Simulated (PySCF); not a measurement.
# C3HN (Cyanoacetylene): the cost of one run

The runs use PySCF 2.14.0, with density-fitted response routines of our own; the level of theory stands in each step. All values are computed, except where a source is named. Atoms are numbered from 0 throughout.

## (1) Starting geometry

5 atoms, charge 0, multiplicity 1; geometry from: MMFF94s. The atoms were then displaced at random by about 0.03 Å, so the start is not that level's minimum.

Bonds of the start (Å): C0–C1 1.13, C1–C2 1.50, C2–N3 1.32, C0–H4 1.13.

## (2) Relaxing the molecule at PBE0-D3(BJ)/def2-SVP

What the job is given:

```
{"job": {"xc": "PBE0", "basis": "def2-SVP", "d3": "d3bj", "grid": 1, "shake": 0.03, "kind": "geom"}, "charge": 0, "multiplicity": 1}
C     -1.283560    -0.257120     0.012170
C     -0.171820    -0.034350     0.016300
C      1.314650     0.177580     0.026550
N      2.624550     0.345570     0.064280
H     -2.408980    -0.342160    -0.052550
```

The run is started by

```bash
OMP_NUM_THREADS=1 python probes_run.py task.json out
```

This one command runs all jobs of the session in turn.

Q: Estimate the wall time and peak memory of this first job on 1 thread of Arm Neoverse N1, shared host.

About 11 s, with a peak of 0.28 GiB.
